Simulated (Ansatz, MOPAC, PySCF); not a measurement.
Rock-salt MgO, band gap

Reference value: 8.36 eV (measured, zero-point renormalisation of 0.53 eV added back here (the table's ZPR column); inputs from Chen et al. (2018), doi:10.1103/physrevmaterials.2.073803).

**Question.** What do AM1 semi-empirical Hartree-Fock (MOPAC), LDA, PBE, PBE-D3(BJ), r²SCAN, r²SCAN+rVV10, r²SCAN0, r²SCANh, Hartree–Fock, evGW@PBE, G0W0@Hartree–Fock, G0W0@PBE0 give, and how far is each from the reference?

**Answer.** 
```tsv
level (code)	value (eV)	cell (Å³/atom)	error (eV)
AM1 semi-empirical Hartree-Fock (MOPAC)	10.52	9.31	+2.16
LDA (Ansatz)	4.69 (direct)	9.31	-3.67
PBE (Ansatz)	4.78 (direct)	9.31	-3.58
PBE-D3(BJ) (Ansatz)	4.77	9.31	-3.59
r²SCAN (Ansatz)	5.67 (direct)	9.31	-2.69
r²SCAN+rVV10 (Ansatz)	5.71	9.23	-2.65
r²SCAN0 (Ansatz)	7.86 (direct)	9.31	-0.50
r²SCANh (Ansatz)	6.64 (direct)	9.21	-1.72
Hartree–Fock (PySCF)	15.79 ± 0.1	9.31	+7.43
evGW@PBE (PySCF)	8.49 ± 0.1	9.31	+0.13
G0W0@Hartree–Fock (PySCF)	10.45 ± 0.1	9.31	+2.09
G0W0@PBE0 (PySCF)	8.30 ± 0.09	9.31	-0.06
```

Leaving aside AM1 semi-empirical Hartree-Fock (MOPAC) (doubt noted below): Once the reference is moved by up to 0.10 eV (a margin picked here for doubts on the reference and the settings) and values within 0.03 eV count as equal, the nearest can be G0W0@PBE0 (-0.06 eV) or evGW@PBE (+0.13 eV). Among them Hartree–Fock (+7.43 eV) misses by most. Within 1 eV: r²SCAN0, evGW@PBE, G0W0@PBE0.

Density-functional gaps are differences of (generalised) Kohn–Sham levels of a static lattice; semilocal ones lie below quasiparticle gaps as a rule. Measured gaps hold zero-point and thermal shifts unless a correction is named.  A ± on a computed value is a rough bar: the spread of its extrapolation, a floor set from checks against published values, or a statistical error. AM1 semi-empirical Hartree-Fock (MOPAC), PBE-D3(BJ), r²SCAN+rVV10: the gap is read on the k mesh or supercell of the run alone and can be too large. AM1 semi-empirical Hartree-Fock (MOPAC): the method was fitted mainly to molecules. AM1 semi-empirical Hartree-Fock (MOPAC): gaps of these semi-empirical methods are Hartree–Fock-like level differences, and their formation enthalpies are fitted 298 K values. Values are at the measured cell; PBE-D3(BJ) at the level's own relaxed cell; r²SCAN+rVV10 at the level's own equilibrium cell; r²SCANh at the level's own relaxed cell. Cutoffs and k meshes differ between the levels. Ansatz's density-functional and Hartree–Fock values are scalar-relativistic unless marked +SOC, with PAW data made under PBE.

Differences are worked out from the printed values.

Ansatz is an electronic-structure program.
